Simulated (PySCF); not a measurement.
C2H, SMILES [C]#C, multiplicity 2. Atoms are numbered in the order given.

```xyz
3

C      0.0000     0.0000     0.7283
C      0.0000     0.0000    -0.4720
H      0.0000     0.0000    -1.5381
```
Charge 0, spin multiplicity 2.

The structure is a stationary point at PBE0-D3(BJ)/def2-TZVPD. The isomer is the one that the SMILES or the coordinates give; other isomers of the formula were not compared.

These are PBE0/pcH-1 in PySCF values and carry that method's errors.

Unrestricted Kohn–Sham, ⟨S²⟩ = 0.787. Hyperfine tensors hold the contact and dipolar terms, without spin-orbit corrections.

Computed hyperfine couplings:
```tsv
nucleus	A(iso) (MHz)	A(iso) (G)	dipolar principal values (MHz)
13C no. 1	1065.2	380.1	-49.2, -49.2, 98.3
13C no. 2	215.0	76.7	-28.0, -28.0, 56.0
1H no. 3	64.2	22.9	-1.7, -1.7, 3.3
```
